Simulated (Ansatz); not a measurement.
Ansatz (a quantum-chemistry and plane-wave program) input (CCSD(T)/aug-cc-pVQZ):

Ansatz 0.2 input:
```yaml
crystal:
  periodic: [false, false, false]
  atoms:
    - {symbol: C, position_ang: [-0.00000000, -0.00000000, -0.63123354]}
    - {symbol: N, position_ang: [0.00000000, 0.00000000, 0.54105732]}
basis:
  gaussian:
    orbitals: aug-cc-pVQZ
total_charge: 1
magnetization: {spin_polarized: false}
correlation: {method: ccsd_t, electrons: outside_noble_gas}
```

End of the output:

```
mean field evaluation 192: about -2485.9458 eV, gradient 1.5e-1 eV
mean field evaluation 224: about -2494.1327 eV, gradient 9.4e-3 eV
mean field -2494.29211221 eV, -91.6635444317 hartree, gradient 3.3e-6 eV, S^2 0.000000; 12 other end points of the search recorded, 0 dependent functions left out; unrestricted orbitals would lower it
mean field evaluation 256: about -2494.3318 eV, gradient 1.7e1 eV
determinant -2494.29211221 eV, -91.6635444317 hartree, with singles and doubles -2503.93121700 eV, -92.0177749993 hartree
determinant -2494.13267701 eV, -91.6576852964 hartree, with singles and doubles -2502.06007276 eV, -91.9490117169 hartree
determinant -2493.83661257 eV, -91.6468051288 hartree, with singles and doubles -2504.94889547 eV, -92.0551739933 hartree
mean field evaluation 288: about -2493.8366 eV, gradient 8.1e-4 eV
mean field evaluation 320: about -2497.4241 eV, gradient 1.6e0 eV
mean field evaluation 352: about -2493.1761 eV, gradient 1.1e1 eV
mean field evaluation 384: about -2496.6326 eV, gradient 7.1e0 eV
unrestricted determinant -2497.48180898 eV, -91.7807636262 hartree, S^2 1.6185
2 core orbitals not correlated
reference -2493.83661257 eV, -91.6468051288 hartree; 4, 4 occupied and 154, 154 virtual orbitals, 981 factors
second order -11.30519095 eV of doubles, -0.00000000 eV of singles
coupled cluster: 0.84 GiB planned
cycle   1  -10.74461896 eV  change   -6.1e-1 eV  update   3.3e-2
cycle   2  -10.85180678 eV  change   -1.1e-1 eV  update   9.2e-3
cycle   3  -10.82178167 eV  change    3.0e-2 eV  update   5.4e-3
cycle   4  -10.81975460 eV  change    2.0e-3 eV  update   2.1e-3
cycle   5  -10.82117920 eV  change   -1.4e-3 eV  update   1.6e-3
cycle   6  -10.82053286 eV  change    6.5e-4 eV  update   6.1e-4
cycle   7  -10.82156131 eV  change   -1.0e-3 eV  update   2.4e-4
cycle   8  -10.82250723 eV  change   -9.5e-4 eV  update   1.3e-4
cycle   9  -10.82293450 eV  change   -4.3e-4 eV  update   5.5e-5
cycle  10  -10.82307515 eV  change   -1.4e-4 eV  update   1.5e-5
cycle  11  -10.82308169 eV  change   -6.5e-6 eV  update   3.8e-6
coupled cluster: 0.84 GiB planned
perturbative correction -1.14534173 eV, -0.0420905323 hartree
Total energy: -2505.80503599 eV, -92.0866365771 hartree
```
